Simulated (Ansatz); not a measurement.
A made-up structure of CH3OS, doublet:

| atom | x (Å) | y (Å) | z (Å) |
| --- | --- | --- | --- |
| C1 | -0.6157 | 0.1465 | -0.4430 |
| S2 | 0.6453 | -0.7375 | -0.6065 |
| O3 | 1.2455 | -0.0028 | 0.5856 |
| H4 | -1.3574 | -0.4015 | -0.7956 |
| H5 | -0.6277 | 1.2834 | -0.1683 |
| H6 | 0.7101 | -0.2881 | 1.4278 |

It is relaxed with PBE-D4/def2-SVP and then PBE0-D4/def2-TZVP (Ansatz 0.2.0). Atoms count as bonded within 1.22 times the sum of their covalent radii (H–H: 0.88 Å). The end point is not checked to be a true minimum.

**Question.** Does its bonding change? (A judgement: the text doesn't fix the answer.)

**Answer.** Computed: No: no bond forms or breaks.

Where it ends: The first stage lowers the energy by 2.24 eV in 10 steps. It ends as CH₃OS ([CH2][S][OH]):
C1  (-0.760, 0.172, -0.548)
S2  (0.665, -0.694, -0.515)
O3  (1.482, -0.066, 0.781)
H4  (-1.621, -0.303, -1.002)
H5  (-0.780, 1.225, -0.298)
H6  (1.014, -0.334, 1.582)
(Å)

Labels in which every atom is bracketed show which atoms are joined, not bond orders.

For scale, one of the runs: PBE0-D4/def2-TZVP relaxation, 117 basis functions, launched by `ansatz run in.yaml --threads 2 --pin off --events-out ev --progress --plain --max-ram 4352MiB`. The run took about 20 s on 2 CPU threads of an Arm Neoverse V1 (shared host).
